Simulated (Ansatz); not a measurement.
Level of theory: PBE-D3(BJ)/def2-TZVP (Ansatz, a program for electronic structure). No frequencies were computed at this level.

Ansatz 0.2 input:
```yaml
crystal:
  periodic: [false, false, false]
  atoms:
    - { symbol: C, position_ang: [0.0, 0.0, 0.0] }
    - { symbol: H, position_ang: [0.432698, -0.714108, 0.688405] }
    - { symbol: H, position_ang: [-0.486196, 0.7897, 0.557735] }
    - { symbol: H, position_ang: [0.780537, 0.423186, -0.618673] }
    - { symbol: H, position_ang: [-0.72704, -0.498777, -0.627467] }
basis:
  gaussian: { orbitals: def2-tzvp }
hamiltonian:
  xc: pbe
  dispersion: d3bj
relax:
  max_steps: 150
```

Output:

```
Functional definition: PBE
356 factors; their error is unknown
mean field evaluation 1: about -1093.5047 eV, gradient 5.8e1 eV
mean field evaluation 2: about -1085.7355 eV, gradient 7.3e1 eV
mean field evaluation 4: about -1101.0555 eV, gradient 1.9e-1 eV
mean field evaluation 8: about -1101.0406 eV, gradient 2.7e-1 eV
mean field -1101.04070356 eV, -40.4624995436 hartree, gradient 1.5e-5 eV, S^2 0.000000; 0 other end points of the search recorded, 0 dependent functions left out
reference -1101.04073052 eV, -40.4625005345 hartree; 5, 5 occupied and 50, 50 virtual orbitals, 356 factors
relax step   1: F+E_penalty+E_count = -1101.07295161 eV  Δ(F+E_penalty+E_count) = +0.000e0 eV  max|allowed force component| = 3.573e-1 eV/Å  Δτ_max = 0.0000 Å  (22 SCF iters, accepted)
these checks for a lower state are left out or cut short: starts, cluster_reference, orbital_swaps, neighbouring_geometries, increment
356 factors; their error is unknown
mean field evaluation 16: about -1101.0668 eV, gradient 8.6e-1 eV
mean field -1101.05345758 eV, -40.4629682453 hartree, gradient 2.5e-6 eV, S^2 0.000000; 0 other end points of the search recorded, 0 dependent functions left out
reference -1101.05348467 eV, -40.4629692409 hartree; 5, 5 occupied and 50, 50 virtual orbitals, 356 factors
relax step   2: F+E_penalty+E_count = -1101.08569025 eV  Δ(F+E_penalty+E_count) = -1.274e-2 eV  max|allowed force component| = 1.001e-1 eV/Å  Δτ_max = 0.0102 Å  (25 SCF iters, accepted)
these checks for a lower state are left out or cut short: starts, cluster_reference, orbital_swaps, neighbouring_geometries, increment
356 factors; their error is unknown
mean field -1101.05459397 eV, -40.4630100068 hartree, gradient 2.5e-6 eV, S^2 0.000000; 0 other end points of the search recorded, 0 dependent functions left out
reference -1101.05462111 eV, -40.4630110043 hartree; 5, 5 occupied and 50, 50 virtual orbitals, 356 factors
relax step   3: F+E_penalty+E_count = -1101.08682070 eV  Δ(F+E_penalty+E_count) = -1.130e-3 eV  max|allowed force component| = 2.321e-3 eV/Å  Δτ_max = 0.0040 Å  (26 SCF iters, accepted)
356 factors; their error is unknown
mean field evaluation 32: about -1101.0691 eV, gradient 2.7e-1 eV
mean field -1101.05459397 eV, -40.4630100068 hartree, gradient 2.5e-6 eV, S^2 0.000000; 1 other end points of the search recorded, 0 dependent functions left out
reference -1101.05462111 eV, -40.4630110043 hartree; 5, 5 occupied and 50, 50 virtual orbitals, 356 factors
Total energy: -1101.08684784 eV, -40.4641953147 hartree
Atom 0 at    -0.000000     0.000000     0.000000 Å, force     0.000000    -0.000000    -0.000001 eV/Å
Atom 1 at     0.438398    -0.723515     0.697473 Å, force     0.001272    -0.002099     0.002024 eV/Å
Atom 2 at    -0.492601     0.800103     0.565082 Å, force    -0.001429     0.002321     0.001640 eV/Å
Atom 3 at     0.790819     0.428760    -0.626822 Å, force     0.002294     0.001244    -0.001818 eV/Å
Atom 4 at    -0.736617    -0.505347    -0.635732 Å, force    -0.002137    -0.001466    -0.001844 eV/Å
Dipole moment:    -0.000000     0.000000     0.000000 e Å
```

Cost: about 3 core-seconds (a rough figure).
